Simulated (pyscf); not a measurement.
# Four-centre exchange: `[SiH3][SiH]([SiH3])[SiH3]` + `[Cl][B]([Cl])[Cl]` → `[SiH3][SiH]([SiH3])[SiH2][Cl]` + `[Cl][BH][Cl]`

Gas phase, singlet surface, charge 0. Bonds broken: Si2–H6, Cl15–B16. Bonds formed: Si2–Cl15, H6–B16. Single points on ωB97X-D3(BJ)/def2-SVP structures (PySCF, gas phase).

Transition state (Å):

```xyz
18

Si    -0.8832    -0.8509     0.6400
Si     0.8898     0.0492     1.8292
Si    -2.6131     0.6681     1.0494
Si    -0.3431    -0.7053    -1.6232
H     -1.2222    -2.2099     1.1428
H      1.7091    -1.4504     2.2100
H      0.7829     0.0208     3.3195
H      1.1167     1.4857     1.5070
H     -3.8451     0.2487     0.3210
H     -2.9104     0.7652     2.5085
H     -2.1851     2.0097     0.5540
H      0.6781    -1.7005    -2.0366
H      0.1594     0.6818    -1.8477
H     -1.5905    -0.8928    -2.4221
Cl     2.7386    -0.3131     0.2293
B      2.5528    -1.8647     1.3523
Cl     4.0649    -2.2119     2.2392
Cl     1.7789    -3.2099     0.4452
```

One imaginary mode, 302i cm⁻¹; descent along it reached the two sides named.

```csv
bond,change,reactant side (Å),saddle,product side
Si2–H6,breaks,1.492,1.751,3.1
Cl15–B16,breaks,1.747,1.924,3.0
Si2–Cl15,forms,3.6,2.472,2.092
H6–B16,forms,2.7,1.272,1.200
```

Electronic energies relative to the separated reactants (eV):

```
level                   barrier  reaction energy  reverse barrier
----------------------  -------  ---------------  ---------------
ωB97X-D3(BJ)/def2-TZVP     0.67            -0.23             0.91
PBE/def2-TZVP              0.87            -0.07             0.94
r²SCAN/def2-TZVP           0.85            -0.12             0.96
B3LYP-D3(BJ)/def2-TZVP     0.81            -0.20             1.00
PBE0-D3(BJ)/def2-TZVP      0.67            -0.15             0.82
M06-2X/def2-TZVP           0.74            -0.25             0.98
ωB97M-D3(BJ)/def2-TZVP     0.82            -0.18             1.00
HF/def2-TZVP               1.80            -0.24             2.04
```

With ωB97M-D3(BJ)/def2-TZVP energies and thermal terms (ideal gas, 1 atm, RRHO with modes under 100 cm⁻¹ raised to 100, one conformer, R ln 2 for rigid chiral ones), in eV:

```tsv
T (K)	ΔH‡	ΔG‡	ΔH	ΔG
298	0.89	1.47	-0.14	-0.15
600	0.90	2.05	-0.14	-0.16
900	0.92	2.63	-0.15	-0.17
1200	0.94	3.19	-0.15	-0.18
```

This is the saddle that the search found; another between the same sides may lie lower.
